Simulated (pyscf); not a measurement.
# Addition across a multiple bond or ene-type step: O=Nb(F)(F)–F + H₂O -> HO–Nb(OH)(F)(F)–F

Gas phase, singlet surface, charge 0. Bonds broken: O6–H7. Bonds formed: O1–H7, Nb2–O6. Structures and frequencies: ωB97X-D3(BJ)/def2-SVP in PySCF.

Transition state (Å):

```xyz
8

O     -1.7791    -0.0710     0.3848
Nb    -0.2313     0.3108    -0.4165
F      0.3678     2.0368    -0.1393
F     -0.8348     0.4673    -2.1624
F      1.0232    -0.9995    -0.8432
O      0.1342    -0.3001     1.5669
H     -1.1117    -0.3934     1.3135
H      0.7449    -0.9691     1.8952
```

One imaginary mode, 1502i cm⁻¹; descent along it reached the two sides named, in the forms told below.

```
bond    change  reactant side (Å)  saddle  product side
------  ------  -----------------  ------  ------------
O6–H7   breaks              0.967   1.275           2.9
O1–H7    forms                3.3   1.188         0.965
Nb2–O6   forms              2.287   2.107         1.871
```

Electronic energies relative to the separated reactants (kJ/mol):

| level | barrier | reaction energy | reverse barrier |
|---|---|---|---|
| ωB97X-D3(BJ)/def2-TZVP | 35.5 | -63.0 | 98.6 |
| PBE/def2-TZVP | 30.3 | -50.1 | 80.4 |
| r²SCAN/def2-TZVP | 20.5 | -71.2 | 91.7 |
| B3LYP-D3(BJ)/def2-TZVP | 36.6 | -62.2 | 98.9 |
| PBE0-D3(BJ)/def2-TZVP | 31.3 | -61.1 | 92.4 |
| M06-2X/def2-TZVP | 29.8 | -68.8 | 98.7 |
| ωB97M-D3(BJ)/def2-TZVP | 41.5 | -56.6 | 98.1 |

With ωB97M-D3(BJ)/def2-TZVP energies and thermal terms (ideal gas, 1 atm, RRHO with modes under 100 cm⁻¹ raised to 100, one conformer, R ln 2 for chiral ones without a mode under 150 cm⁻¹), in kJ/mol:

```csv
T (K),ΔH‡,ΔG‡,ΔH,ΔG
298,33.9,78.3,-54.8,-15.5
600,34.8,123.2,-49.6,+22.4
900,37.8,166.9,-43.9,+57.2
1200,41.4,209.3,-38.3,+90.1
```

On the reactant side the descent ends in an adduct with a Nb–O contact, 84.0 kJ/mol under the separated species and 119.5 kJ/mol under the saddle at ωB97X-D3(BJ)/def2-TZVP. What is counted as formed (Nb–O) is already present as a longer contact in the reactant adduct; forming that adduct is a step of its own. At the saddle there is also a short H–Nb contact that neither side keeps. This is the saddle that the search found; another between the same sides may lie lower. Elements past Kr carry the def2 core potentials, without spin-orbit coupling.
